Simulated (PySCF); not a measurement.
# State search for HCl⁺

Unrestricted PBE0; basis H def2-TZVP, Cl def2-TZVP; no relativity; PySCF 2.14. Outer shells of the fragments: H 1s1; Cl+ 3s2 3p4.

Followed along the bond (rough minima from three points):

```csv
2Ms+1,unpaired,⟨S²⟩ at the start,R at minimum (Å),Te (eV)
2,π ↑,0.75,1.32,0.00
4,"σ ↑, π ↑↑",3.75,none in the scan,≤ 6.87
```

Solutions found at the starting distance of 1.390 Å, counted from the lowest of them; the search is not exhaustive and high or unbound solutions are not listed, so other states can lie among these:

| 2Ms+1 | unpaired | term | E (eV) | ⟨S²⟩ | ⟨Lz²⟩ | μ (D) |
| --- | --- | --- | --- | --- | --- | --- |
| 2 | π ↑ | ²Π | 0.00 | 0.75 | 1.01 | -1.96 |
| 2 | σ ↑ | ²Σ⁺ | 3.60 | 0.76 | 0.00 | -2.51 |
| 4 | σ ↑, π ↑↑ | ⁴Σ⁻ | 7.50 | 3.75 | 0.00 | 0.47 |
| 4 | σ ↑↑, π ↑ | ⁴Π | 9.44 | 3.75 | 1.02 | -0.01 |

A term symbol is given only where ⟨S²⟩ and ⟨Lz²⟩ are close to those of a pure state; real π, δ and φ orbitals otherwise mix terms. A positive dipole points towards Cl; it is taken about the centre of mass and depends on that origin.

Counting both spins, an empty level lies below a filled one in some of these solutions, because spin and occupation are held.
